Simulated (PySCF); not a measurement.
Molecule: SMILES ClC[C@@H]1CO1, C₃H₅ClO.

Bonds (- single, = double, # triple, : aromatic): Cl1-C2, C2-C3, C3-C4, C4-O5, O5-C3. C2 carries H6, H7; C3 carries H8; C4 carries H9, H10. Stereochemistry as in ClC[C@@H]1CO1. H10 is cis to C2 on the ring; H7 is pro-R; H6 is pro-S; H9 is trans to C2 on the ring.

Frames of a GFN2-xTB Langevin trajectory at 300 K; GIAO PBE0/pcSseg-1 shieldings in PySCF 2.14.0 with density-fitted response routines, gas phase, non-relativistic; equivalent atoms averaged within each frame.

References, each an isolated molecule treated in the same way: $^{35}$Cl (σ = 949.78 ppm) against HCl; TMS for $^{13}$C (σ = 186.93 ppm), $^{1}$H (σ = 31.72 ppm); $^{17}$O (σ = 336.08 ppm) vs H2O. The references are static minima.

Task: How do the shifts (ppm) fluctuate along the trajectory?

Result: 
```csv
time (fs),Cl1,C3,C2,C4,O5,H7,H6,H8,H9,H10
optimised geometry,62,50.0,52.6,45.2,29.0,4.16,2.88,2.84,2.63,2.30
250,58,54.9,53.2,50.8,24.2,5.00,4.25,3.31,3.28,3.13
425,50,40.5,43.1,36.4,28.5,3.34,2.46,1.17,1.38,1.75
625,92,58.3,63.6,41.1,35.7,4.83,3.58,3.28,2.46,2.40
800,112,52.8,57.8,53.1,59.5,3.38,3.19,2.76,2.28,2.93
1000,64,49.0,51.0,46.6,41.5,4.92,3.57,2.45,3.13,1.92
mean of frames,75,51.1,53.7,45.6,37.9,4.29,3.41,2.59,2.51,2.43
standard deviation,26,6.8,7.6,6.9,13.8,0.86,0.65,0.88,0.76,0.61
```

5 frames give an uncertainty of the mean of about the standard deviation over 2.2 at best, since frames this close in time may not be independent; classical motion lacks zero-point vibration, and the reference would need the same averaging.
